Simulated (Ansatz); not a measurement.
Basis-set series for C₂H₃Si, SMILES `C#C[SiH2]` radical. Charge 0, multiplicity 2. The geometry is a stationary point of PBE0-D4/def2-TZVP.

```
functional       basis  functions  energy (Eh)  HOMO (eV)  LUMO (eV)
   PBE0-D4    def2-SVP         61   -367.01921      -6.16      -2.63
   PBE0-D4  def2-QZVPP        274   -367.22179      -6.21      -2.69
   ωB97M-V    def2-SVP         61   -367.17473      -7.83      -0.92
   ωB97M-V  def2-QZVPP        274   -367.38087      -7.92      -1.09
```

Task: Give the rows for def2-TZVPP. (Estimate.)

Result: Ansatz gave: 
| functional | basis | functions | energy (Eh) | HOMO (eV) | LUMO (eV) |
| --- | --- | --- | --- | --- | --- |
| PBE0-D4 | def2-TZVPP | 146 | -367.20789 | -6.20 | -2.68 |
| ωB97M-V | def2-TZVPP | 146 | -367.36809 | -7.90 | -1.04 |

HOMO and LUMO are taken over both spins.
